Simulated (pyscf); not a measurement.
Optimised with ωB97X-D3(BJ)/def2-SVP in PySCF.

What is the homolytic dissociation enthalpy (298 K, ωB97M-D3(BJ)/def2-TZVP) of the C–O bond of `[CH3][CH]([CH3])[O][B]([OH])[OH]`, to H₃C–CH•–CH₃ + •O–B(OH)–OH?

C–O to H₃C–CH•–CH₃ + •O–B(OH)–OH: 93.8 kcal/mol. The 7 functionals that were run give +85.5 (r²SCAN) to +96.8 kcal/mol (M06-2X). The radicals are drawn with the spin at the cut bond; how far it spreads was not checked. Other isomers of H₃C–CH•–CH₃, •O–B(OH)–OH were not searched in full and may lie lower.
